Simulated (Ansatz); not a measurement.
# CH₃N₂+ (SMILES N=C=[NH2+]): single points off equilibrium

The atoms stand at a frame of a short trajectory. How far do the functionals agree with CCSD(T) there?

Method: single points in def2-TZVPP; program: Ansatz 0.2.0, Gaussian basis.

Correlated methods freeze the cores.

### Step 1. The system as given

SMILES `N=C=[NH2+]`, 6 atoms, charge 1, spin multiplicity 1.

Atoms are counted from 1 here; the program's logs count them from 0.

Bond lengths: N1–C2 1.150 Å, N1–H4 1.024 Å, C2–N3 1.303 Å, N3–H5 1.015 Å, N3–H6 1.072 Å. Angles: C2–N1–H4 162.7°, N1–C2–N3 176.8°, C2–N3–H5 121.5°, C2–N3–H6 115.8°, H5–N3–H6 121.1°.

Coordinates:

```xyz
6
CH3N2
N    -1.20554   -0.45567   -0.61024
C    -0.21433   -0.12518   -0.12917
N     0.87093    0.27135    0.47391
H    -2.05991   -0.47493   -1.17502
H     1.76601    0.29231   -0.00363
H     0.72662    0.78685    1.40291
```

### Step 2. PBE-D4/def2-TZVPP

File run/in.yaml:

```yaml
crystal:
  periodic: [false, false, false]
  atoms:
    - {symbol: N, position_ang: [-1.205544, -0.455670, -0.610236]}
    - {symbol: C, position_ang: [-0.214331, -0.125177, -0.129174]}
    - {symbol: N, position_ang: [0.870930, 0.271354, 0.473910]}
    - {symbol: H, position_ang: [-2.059914, -0.474926, -1.175017]}
    - {symbol: H, position_ang: [1.766013, 0.292312, -0.003633]}
    - {symbol: H, position_ang: [0.726618, 0.786855, 1.402912]}
basis:
  gaussian: {orbitals: def2-TZVPP}
total_charge: 1
hamiltonian: {xc: pbe, dispersion: d4}
output: {forces: true}
```

Command:

```
$ ansatz run in.yaml --threads 1 --pin off --events-out ev --progress --plain --max-ram 4352MiB
```

### Step 3. r2SCAN-D4/def2-TZVPP

run/in.yaml, as its differences from that of step 2:

```diff
@@ -12,3 +12,3 @@
 total_charge: 1
-hamiltonian: {xc: pbe, dispersion: d4}
+hamiltonian: {xc: r2scan, dispersion: d4}
 output: {forces: true}
```

### Step 4. PBE0-D4/def2-TZVPP

run/in.yaml, as its differences from that of step 3:

```diff
@@ -12,3 +12,3 @@
 total_charge: 1
-hamiltonian: {xc: r2scan, dispersion: d4}
-output: {forces: true}
+hamiltonian: {xc: pbe0, dispersion: d4}
+output: {forces: true, orbitals: {seedname: orbitals}}
```

### Step 5. wB97M-V/def2-TZVPP

run/in.yaml, as its differences from that of step 4:

```diff
@@ -12,3 +12,3 @@
 total_charge: 1
-hamiltonian: {xc: pbe0, dispersion: d4}
-output: {forces: true, orbitals: {seedname: orbitals}}
+hamiltonian: {xc: {name: wB97M-V}}
+output: {forces: true}
```

### Step 6. CCSD(T)/def2-TZVPP

run/in.yaml, as its differences from that of step 5:

```diff
@@ -12,3 +12,3 @@
 total_charge: 1
-hamiltonian: {xc: {name: wB97M-V}}
+correlation: {method: ccsd_t}
 output: {forces: true}
```

(Steps that only read results are left out.)

Q: Predict the outcome of this session. Wanted: energy less free atoms, CCSD(T)/def2-TZVPP; RMS force component; RMS force error; HOMO and LUMO, PBE0-D4; T1 diagnostic.

As calculated:

| quantity | value |
| --- | --- |
| energy less free atoms, CCSD(T)/def2-TZVPP | -1457.7 kJ/mol |
| RMS force component | 0.761 to 0.918 eV/Å over the methods |
| RMS force error | PBE-D4 0.297, r2SCAN-D4 0.248, PBE0-D4 0.325, wB97M-V 0.339 eV/Å |
| HOMO and LUMO, PBE0-D4 | -15.24 and -6.95 eV |
| T1 diagnostic | 0.014 |

What this shows: Against CCSD(T) the functionals' energies less atoms differ by -209.2 to -82.6 kJ/mol, PBE-D4 by -209.2 kJ/mol. CCSD(T) in triple zeta still lacks some correlation energy of the bonds, so part of these gaps is its own basis error and they don't rank the functionals. The forces of r2SCAN-D4 come nearest to CCSD(T), those of wB97M-V are farthest. Frozen-core CCSD(T) forces in triple zeta carry basis errors of their own, and this is one geometry, so small gaps rank nothing.
